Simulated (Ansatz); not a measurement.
Input file:

```yaml
crystal:
  periodic: [false, false, false]
  atoms:
    - {symbol: Al, position_ang: [0.000000, -0.888930, -0.000475]}
    - {symbol: F, position_ang: [0.000000, 0.631755, -0.984846]}
    - {symbol: F, position_ang: [0.000000, 0.630704, 0.985520]}
basis:
  gaussian: {orbitals: cc-pVDZ}
total_charge: 1
magnetization: {spin_polarized: true, initial_magnetization: 4}
correlation: {method: ccsdt_q, electrons: outside_noble_gas}
```

```sh
$ ansatz run in.yaml --threads 1 --pin off --events-out ev --progress --plain --max-ram 2393MiB
```

Log:

```
818 factors; integrals over basis functions are off by at most 1.3e-7 eV
mean field evaluation 1: about -11973.7679 eV, gradient 1.6e1 eV
mean field evaluation 2: about -11973.8983 eV, gradient 1.6e1 eV
mean field evaluation 4: about -11975.5378 eV, gradient 2.1e0 eV
mean field evaluation 8: about -11975.6050 eV, gradient 1.2e-1 eV
mean field evaluation 16: about -11975.6058 eV, gradient 4.3e-3 eV
mean field evaluation 32: about -11979.5455 eV, gradient 2.5e-6 eV
mean field evaluation 64: about -11979.5455 eV, gradient 4.1e-3 eV
mean field evaluation 96: about -11979.2672 eV, gradient 7.8e-3 eV
mean field evaluation 128: about -11979.1498 eV, gradient 5.5e-4 eV
mean field evaluation 160: about -11979.5139 eV, gradient 1.4e0 eV
...
cycle  57  -9.14022689 eV  change   -7.3e-6 eV  update   1.6e-6
cycle  58  -9.14023436 eV  change   -7.5e-6 eV  update   1.3e-6
cycle  59  -9.14023586 eV  change   -1.5e-6 eV  update   9.1e-7
cycle  60  -9.14023705 eV  change   -1.2e-6 eV  update   7.8e-7
cycle  61  -9.14023861 eV  change   -1.6e-6 eV  update   6.8e-7
cycle  62  -9.14023992 eV  change   -1.3e-6 eV  update   5.9e-7
cycle  63  -9.14024185 eV  change   -1.9e-6 eV  update   4.8e-7
cycle  64  -9.14024325 eV  change   -1.4e-6 eV  update   3.4e-7
cycle  65  -9.14024460 eV  change   -1.4e-6 eV  update   2.7e-7
cycle  66  -9.14024507 eV  change   -4.6e-7 eV  update   1.7e-7
perturbative correction -0.07736328 eV, -0.0028430482 hartree
Total energy: -11988.76308355 eV, -440.5789170450 hartree
```

Ran on 1 thread of Arm Neoverse V2, shared host: 2.2 min wall, 0.68 GiB peak host memory.
